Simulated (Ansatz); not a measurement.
# FHSSi: the cost of one run

Program: the Python package of Ansatz 0.2.0. Level of theory: r2SCAN0/def2-SVPD. These are calculated values, not measurements.

### Step 1. The system

Bond lengths: F1–Si2 1.589 Å, Si2–S3 2.139 Å, S3–H4 1.265 Å. Angles: F1–Si2–S3 105.6°, Si2–S3–H4 98.4°.

The script holds or builds the structure itself.

### Step 2. The code

The input, tae_fhssi.py:

```python
# -*- coding: utf-8 -*-
from collections import Counter

import ansatz as az


def energy_of(molecule, charge=0, unpaired=0):
    calc = molecule.calculation().basis(gaussian='def2-SVPD').functional('r2scan0')
    if charge:
        calc = calc.charge(charge)
    if unpaired:
        calc = calc.spin('collinear', total=unpaired)
    report = calc.run().report
    if report['published_state_doubts']:
        print('  doubts:', report['published_state_doubts'])
    return report['free_energy_ev']

GEOMETRY = '''
F    -1.18070    0.03660    1.14930
Si    0.06270    0.94420    0.75540
S     0.97580   -0.02370   -0.91990
H     0.19770   -1.01740   -1.00510
'''


def main():
    mol = az.Crystal.molecule()
    for line in GEOMETRY.strip().splitlines():
        symbol, *xyz = line.split()
        mol = mol.atom(symbol, [float(v) for v in xyz])

    unpaired = {'F': 1, 'Si': 2, 'S': 2, 'H': 1}
    counts = Counter(site.symbol for site in mol.cartesian_sites)
    atom_energy = {s: energy_of(az.Crystal.molecule().atom(s, (0, 0, 0)), 0, unpaired[s]) for s in counts}
    whole = energy_of(mol, 0, 0)
    for s, e in atom_energy.items():
        print(f'{s:2s} x{counts[s]}  {e:14.5f} eV')
    print(f'FHSSi: {whole:.5f} eV')
    split = sum(counts[s] * e for s, e in atom_energy.items()) - whole
    print(f'atomisation energy (no zero-point term): {23.060548 * split:.1f} kcal/mol, {split / sum(counts.values()):.3f} eV an atom')


if __name__ == '__main__':
    main()
```

### Step 3. The input behind the calls

The engine receives this input (first run):

```yaml
crystal:
  periodic: [false, false, false]
  atoms:
    - { symbol: F, position_ang: [0.0, 0.0, 0.0] }
basis:
  gaussian:
    orbitals: def2-SVPD
hamiltonian:
  xc: r2scan0
magnetization:
  spin_polarized: true
  initial_magnetization: 1.0
```

### Step 4. Launch

Launch:

```console
$ python tae_fhssi.py
```

Q: Estimate wall time and peak memory on 1 thread of Arm Neoverse V1, shared host.

About 6.4 s, with a peak of 0.21 GiB.
